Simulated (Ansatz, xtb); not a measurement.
## A geometry optimisation of BH4OSi with r2SCAN-D4/def2-SVP

The starting geometry of this gas-phase doublet was built from a drawn formula by distance geometry and a force field; its bonds are those of `[O][BH2-][SiH2+]`.

```xyz
7

B     0.2150   -0.8511    1.5515
O     1.5661   -1.1124    1.0508
Si   -0.8156   -0.1657    0.0828
H    -0.2800   -1.8250    1.9260
H     0.2271   -0.0664    2.3860
H    -0.2089    0.0286   -1.2930
H    -2.2778    0.1519    0.2716
```

Problem. Predict what it relaxes into with r2SCAN-D4/def2-SVP.

Solution. It rearranges, giving a structure given below by its coordinates. Distances that change by over a tenth: B1–O2 (1.46 → 1.26 Å). Contacts that open: B1–H4 (1.15 → 2.91 Å). Contacts that close: Si3–H4 (2.54 → 1.49 Å).

The energy falls by 3.23 eV over 25 steps:

| step | E − E(last) (eV) |
| --- | --- |
| 1 | 3.227 |
| 4 | 2.351 |
| 6 | 1.663 |
| 9 | 0.688 |
| 12 | 0.179 |
| 14 | 0.015 |
| 17 | 0.002 |
| 20 | 0.000 |
| 22 | 0.000 |
| 25 | 0.000 |

Final geometry (Å):

```xyz
7

B     0.7024   -0.4553    1.7119
O     1.8449   -0.4011    1.1920
Si   -0.8332   -0.6087    0.2731
H    -1.5549   -1.8868    0.5518
H     0.2932   -0.4403    2.8625
H    -0.2773   -0.5991   -1.1067
H    -1.7492    0.5512    0.4911
```

From the same start GFN2-xTB ends elsewhere, at `BO[SiH2]`.

No frequencies were run, so the end isn't proven a minimum. Open shells are spin-unrestricted. Run with Ansatz 0.2.0, 5.5 min on 1 thread of AMD EPYC (Zen 3), with other jobs on the host.
